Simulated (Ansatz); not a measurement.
# CH3BO: basis-set convergence

An exercise on one series of results from a longer session: the logs are not shown, and one member is left open.

Method: one geometry, several basis sets; program: Ansatz 0.2.0, Gaussian basis.

Levels to be run: PBE0-D4/def2-SVP; ωB97M-V/def2-SVP; PBE0-D4/def2-QZVPP; ωB97M-V/def2-QZVPP; CCSD(T)/cc-pV(D+d)Z; CCSD(T)/cc-pV(T+d)Z; CCSD(T)/cc-pV(Q+d)Z; the functionals' def2-TZVPP values are taken from earlier runs.

## The geometry

An earlier PBE0-D4 in a triple-zeta def2 set relaxation fixed the geometry.

SMILES `[BH3-]C#[O+]`, 6 atoms, charge 0, spin multiplicity 1.

Atoms are counted from 1 here; the program's logs count them from 0.

Bond lengths: B1–C2 1.512 Å, B1–H4 1.209 Å, B1–H5 1.209 Å, B1–H6 1.209 Å, C2–O3 1.127 Å. Angles: C2–B1–H4 104.5°, C2–B1–H5 104.5°, C2–B1–H6 104.5°, H4–B1–H5 113.9°, H4–B1–H6 113.9°, H5–B1–H6 113.9°, B1–C2–O3 180.0°.

As a file:

```mol
CH3BO
  3D, bonds by distance, orders not assigned

  6  5  0  0  0  0  0  0  0  0999 V2000
   -0.2749    0.4200   -0.1998 B   0  0
    0.4943   -0.7556    0.3593 C   0  0
    1.0678   -1.6316    0.7761 O   0  0
   -1.4367    0.1212   -0.0501 H   0  0
    0.0696    0.4851   -1.3568 H   0  0
    0.0799    1.3609    0.4712 H   0  0
  1  2  8  0
  2  3  8  0
  1  4  8  0
  1  5  8  0
  1  6  8  0
M  END
```

Set-up of the first run:

in.yaml reads:

```yaml
crystal:
  periodic: [false, false, false]
  atoms:
    - {symbol: B, position_ang: [-0.274908, 0.419955, -0.199791]}
    - {symbol: C, position_ang: [0.494304, -0.755579, 0.359303]}
    - {symbol: O, position_ang: [1.067811, -1.631591, 0.776088]}
    - {symbol: H, position_ang: [-1.436734, 0.121231, -0.050073]}
    - {symbol: H, position_ang: [0.069587, 0.485085, -1.356770]}
    - {symbol: H, position_ang: [0.079929, 1.360889, 0.471242]}
basis:
  gaussian: {orbitals: def2-SVP}
hamiltonian: {xc: pbe0, dispersion: d4}
output: {orbitals: {seedname: orbitals}}
```

Launch:

```sh
$ ansatz run in.yaml --threads 4 --pin off --events-out ev --progress --plain --max-ram 10444MiB
```

Steps of the session up to this table: PBE0-D4 in def2-SVP; ωB97M-V in def2-SVP; PBE0-D4 in def2-QZVPP; ωB97M-V in def2-QZVPP.

One table of the session follows, with a row left open; its other results are not shown here.

It belongs to the step «Functionals by basis». 

```
functional       basis  HOMO (eV)
   PBE0-D4    def2-SVP      -9.51
   PBE0-D4  def2-TZVPP      -9.59
   PBE0-D4  def2-QZVPP      -9.60
   ωB97M-V    def2-SVP          ?
   ωB97M-V  def2-TZVPP     -11.83
   ωB97M-V  def2-QZVPP     -11.83
```

**Question.** Estimate the row for ωB97M-V, def2-SVP.

As computed: HOMO (eV): -11.68. In the column «HOMO (eV)» it lies between ωB97M-V, def2-QZVPP (-11.83) and PBE0-D4, def2-QZVPP (-9.60).
